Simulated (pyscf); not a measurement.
Single points on ωB97X-D3(BJ)/def2-SVP structures (PySCF, gas phase).

Task: Estimate the classical barrier height and the reaction energy of H₃Si–PH–PH₂ + hydrogen (H₂) → H₂P–PH₂ + silane (SiH₄) at ωB97X-D3(BJ)/def2-TZVP. The step runs on the singlet surface, breaks P–Si, H–H and forms H–P, H–Si; take the separated reactants as zero.

Result: ΔE‡ = 69.9 kcal/mol, ΔE = +5.0 kcal/mol. ωB97M-D3(BJ)/def2-TZVP gives 67.3 kcal/mol and +0.6 kcal/mol. Zero-point energy shifts the barrier by +1.9 kcal/mol. It is a four-centre exchange, with an imaginary mode of 1649i cm⁻¹. At the saddle there is also a short H–Si contact that neither side keeps. This is the saddle that the search found; another between the same sides may lie lower.
